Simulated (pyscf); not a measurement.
# Substitution at N: H₂N–SiH(F)–Cl (SMILES N[SiH](F)Cl) + H• (SMILES [H]) -> NH₃ (SMILES N) + F–SiH•–Cl (SMILES F[SiH]Cl)

Gas phase, doublet surface, charge 0. Bonds broken: N1–Si2. Bonds formed: N1–H4. Single points on ωB97X-D3(BJ)/def2-SVP structures (PySCF, gas phase).

Transition state (Å):

```xyz
8

N      0.9350     0.3796     0.4639
Si    -0.3292     0.1754    -0.8838
Cl    -1.0112     2.1169    -1.0008
H      0.8314     0.7903     1.7221
H      1.4219    -0.5087     0.6207
H      1.6572     1.0355     0.1476
H     -1.3511    -0.6853    -0.2517
F     -0.2017    -0.3302    -2.4371
```

One imaginary mode, 1795i cm⁻¹; descent along it reached the two sides named, in the forms told below.

```json
[
 {"bond": "N1–Si2", "change": "breaks", "reactant side (Å)": "1.699", "saddle": "1.859", "product side": "2.394"},
 {"bond": "N1–H4", "change": "forms", "reactant side (Å)": "3.4", "saddle": "1.328", "product side": "1.021"}
]
```

Electronic energies relative to the separated reactants (kcal/mol):

```json
[
 {"level": "ωB97X-D3(BJ)/def2-TZVP", "barrier": "24.7", "reaction energy": "+4.8", "reverse barrier": "19.8"},
 {"level": "PBE/def2-TZVP", "barrier": "10.9", "reaction energy": "-1.4", "reverse barrier": "12.2"},
 {"level": "r²SCAN/def2-TZVP", "barrier": "13.9", "reaction energy": "+0.5", "reverse barrier": "13.4"},
 {"level": "B3LYP-D3(BJ)/def2-TZVP", "barrier": "15.7", "reaction energy": "-0.3", "reverse barrier": "16.0"},
 {"level": "PBE0-D3(BJ)/def2-TZVP", "barrier": "17.0", "reaction energy": "+2.0", "reverse barrier": "15.0"},
 {"level": "M06-2X/def2-TZVP", "barrier": "22.8", "reaction energy": "+3.9", "reverse barrier": "18.9"},
 {"level": "ωB97M-D3(BJ)/def2-TZVP", "barrier": "22.3", "reaction energy": "+4.2", "reverse barrier": "18.1"},
 {"level": "HF/def2-TZVP", "barrier": "43.0", "reaction energy": "+6.4", "reverse barrier": "36.6"}
]
```

With ωB97M-D3(BJ)/def2-TZVP energies and thermal terms (ideal gas, 1 atm, RRHO with modes under 100 cm⁻¹ raised to 100, one conformer, R ln 2 for chiral ones without a mode under 150 cm⁻¹), in kcal/mol:

| T (K) | ΔH‡ | ΔG‡ | ΔH | ΔG |
|---|---|---|---|---|
| 298 | 23.4 | 30.6 | +8.3 | +4.6 |
| 600 | 22.4 | 38.3 | +6.7 | +1.5 |
| 900 | 21.8 | 46.3 | +5.1 | -0.8 |
| 1200 | 21.4 | 54.6 | +3.7 | -2.5 |

On the product side the descent ends in a bound adduct, 9.5 kcal/mol under the separated species and 29.3 kcal/mol under the saddle at ωB97X-D3(BJ)/def2-TZVP. The same reactants have a lower exit, to H₂N–Si•(F)–Cl + H₂ (barrier +6.5 kcal/mol at ωB97M-D3(BJ), against +22.3 kcal/mol here). One saddle was located; it need not be the lowest between these sides. The angle at the attacked N is 132°.
